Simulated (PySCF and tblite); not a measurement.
Results of a calculation; reference values are marked as such.
Conformer ensemble of C5H10, numbered as in [CH2:1]=[CH:2][CH2:3][CH2:4][CH3:5]

The ensemble was built from 90 distance-geometry starts (ETKDG and KDG, MMFF94s, GFN2-xTB) and rests on PBE0-D3(BJ)/def2-SVP geometries. Free energies are CAM-B3LYP-D3(BJ)/def2-TZVP (IEF-PCM, chloroform) single points with GFN2-xTB rigid-rotor and vibrational terms (modes under about 100 cm⁻¹ blended into free rotors). Symmetry numbers and mirror images are counted. Conformers within 3 kcal/mol (GFN2-xTB free energy) were kept, 8 at most. GIAO shieldings: PBE0/pcSseg-1 (IEF-PCM, chloroform). Couplings: B3LYP/pcJ-1 (gas phase; spin-dipole term only for pairs with B, N, F, Si or P). TDDFT excitations: CAM-B3LYP/def2-SVPD (IEF-PCM, chloroform). Couplings are for ¹³C, ¹H; a prime marks the second kind of pair between the same two sets of atoms. Shifts are against TMS (¹H), TMS (¹³C) at the same level; of two unlike H on one atom, a is the less shielded. Programs: PySCF with density fitting and tblite.

Torsions listed: C1–C2–C3–C4, C2–C3–C4–C5. Of a mirror pair one member is shown.

```tsv
conformer	shape	symmetry	E(GFN2) kcal/mol	E(DFT) kcal/mol	G(298.15 K) kcal/mol	weight %	dipole D
1	-120°, -178°	C1 (pair)	0.10	0.00	0.00	44.1	0.53
2	-120°, 64°	C1 (pair)	0.00	0.18	0.25	28.8	0.56
3	115°, 63°	C1 (pair)	0.71	0.67	0.74	12.7	0.55
4	0°, 180°	Cs	0.84	0.31	0.82	11.1	0.55
5	10°, 72°	C1 (pair)	1.55	1.32	1.54	3.3	0.62
```

Weights (%) against temperature:

```csv
T (K),1,2,3,4,5,S(mix) cal/mol/K
200,52.5,28.8,8.4,9.2,1.1,3.59
250,47.6,29.0,10.9,10.3,2.2,3.76
298.15,44.1,28.8,12.7,11.1,3.3,3.88
350,41.3,28.5,14.1,11.7,4.5,3.98
400,39.1,28.1,15.1,12.2,5.6,4.04
```

Averaged shifts at 298.15 K. ¹H: 6.16 (H2, 1H), 5.38 (H1a, 1H), 5.31 (H1b, 1H), 2.01 (H3, 2H), 1.30 (H4, 2H), 0.97 (H5, 3H) ppm. ¹³C: 150.7 (C2), 122.4 (C1), 40.4 (C3), 25.6 (C4), 15.6 (C5) ppm.

Averaged couplings (Hz): ¹J(C1,C2) 76.7, ¹J(C1,H1a) 163.8, ¹J(C1,H1b) 168.0, ²J(C1,H2) 0.9, ³J(C1,H3) 7.2, ¹J(C2,C3) 45.3, ²J(H1a,C2) -1.4, ²J(H1b,C2) -0.7, ¹J(C2,H2) 157.1, ²J(C2,H3) -6.0, ³J(C2,H4) 4.3, ¹J(C3,C4) 35.7, ³J(H1a,C3) 7.4, ³J(H1b,C3) 12.0, ²J(H2,C3) 5.3, ¹J(C3,H3) 130.7, ²J(C3,H4) -3.5, ³J(C3,H5) 5.9, ¹J(C4,C5) 37.4, ⁴J(H1a,C4) -1.4, ⁴J(H1b,C4) -1.3, ³J(H2,C4) 3.1, ²J(H3,C4) -4.4, ¹J(C4,H4) 131.5, ²J(C4,H5) -3.4, ³J(H3,C5) 4.5, ²J(H4,C5) -3.3, ¹J(C5,H5) 131.7, ²J(H1a,H1b) 2.4, ³J(H1a,H2) 18.0, ⁴J(H1a,H3) -2.0, ³J(H1b,H2) 11.3, ⁴J(H1b,H3) -1.6, ³J(H2,H3) 8.0, ²J(H3,H3) -15.5, ³J(H3,H4) 6.7, ³J(H3,H4′) 9.8, ²J(H4,H4) -14.9, ³J(H4,H5) 8.3, ²J(H5,H5) -14.0.

Coordinates of conformer 1 (Å):

```xyz
15

C     2.611   -0.270    0.499
C     1.592    0.347   -0.102
C     0.188    0.407    0.410
C    -0.828   -0.221   -0.544
C    -2.259   -0.121   -0.043
H     2.480   -0.786    1.456
H     3.613   -0.280    0.062
H     1.772    0.848   -1.063
H     0.129   -0.085    1.395
H    -0.092    1.465    0.574
H    -0.557   -1.279   -0.706
H    -0.744    0.264   -1.533
H    -2.378   -0.627    0.929
H    -2.968   -0.583   -0.747
H    -2.562    0.929    0.095
```

Coordinates of conformer 2 (Å):

```xyz
15

C     2.139   -0.794   -0.027
C     1.349    0.259   -0.240
C     0.250    0.724    0.662
C    -1.125    0.732   -0.012
C    -1.613   -0.650   -0.414
H     2.033   -1.413    0.870
H     2.924   -1.076   -0.734
H     1.491    0.847   -1.157
H     0.219    0.090    1.566
H     0.481    1.748    1.006
H    -1.084    1.386   -0.902
H    -1.851    1.201    0.672
H    -2.599   -0.604   -0.901
H    -1.705   -1.308    0.466
H    -0.913   -1.135   -1.111
```

Shifts are unscaled: against experiment ¹³C can be off by 15 ppm or more and ¹H by 0.8 ppm.

Search and properties took 5.2 min on 1 thread of Arm Neoverse V1, on a host shared with other jobs (rough), launched as `OMP_NUM_THREADS=1 python ens_run.py task.json out`.
